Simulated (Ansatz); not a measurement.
# CuNi2: from a trial structure to a relaxed crystal

All numbers below come from Ansatz 0.2.0, DFT PBE, scalar-relativistic, plane waves, PAW. Cutoff 420 eV, Γ-centred k mesh, Gaussian smearing, no spin polarisation in the final step.

CuNi2 was placed on the cubic Laves (C15) structure type (Fd-3m, No. 227), with Cu in place of Mg, Ni in place of Cu, at a guessed volume.

```yaml
crystal:
  lattice:
    - [0.00000, 3.19171, 3.19171]
    - [3.19171, 0.00000, 3.19171]
    - [3.19171, 3.19171, 0.00000]
  atoms:
    - { symbol: Cu, position: [0.00000, 0.00000, 0.00000] }
    - { symbol: Cu, position: [0.25000, 0.25000, 0.25000] }
    - { symbol: Ni, position: [0.62500, 0.62500, 0.62500] }
    - { symbol: Ni, position: [0.12500, 0.62500, 0.62500] }
    - { symbol: Ni, position: [0.62500, 0.62500, 0.12500] }
    - { symbol: Ni, position: [0.62500, 0.12500, 0.62500] }
```

Steps on the 6×6×6 mesh (6 atoms). 4 of 5 steps are shown, and the free energy counts from the last. Trial steps that were taken back and renewals of the plane-wave basis can be among the rows.

```tsv
step	ΔF (meV/atom)	V (Å³/atom)	P (GPa)
1	41.4	10.84	15.96
2	10.9	11.26	7.55
3	0.6	11.67	0.92
5	0.0	11.73	0.06
```

A final relaxation ran on a 10×10×10 mesh. The relaxed crystal, Fd-3m (No. 227):

```
Cu Ni
1.0
     0.00000    3.27870    3.27870
     3.27870    0.00000    3.27870
     3.27870    3.27870    0.00000
Cu Ni
2 4
Direct
  0.00000 0.00000 0.00000
  0.25000 0.25000 0.25000
  0.62500 0.62500 0.62500
  0.12500 0.62500 0.62500
  0.62500 0.62500 0.12500
  0.62500 0.12500 0.62500
```

| Property | Result |
| --- | --- |
| Volume per atom | 11.75 Å³ |
| Density | 8.52 g/cm³ |
| Energy over the elements | 0.17 eV/atom |
| Gap on the 10×10×10 mesh | 0 eV (a metal) |

The zero of energy is the elements' standard structures at the same level; no fitted shifts are applied.

The final run used a 10×10×10 mesh on its 6-atom cell and 0.10 eV smearing. For metals, differences of a few meV/atom aren't resolved.

Symmetry constrained the relaxation, so the result can be a saddle point.

Cost: 3 runs of about 3 core-minutes in all, on Arm Neoverse N1 (shared hosts).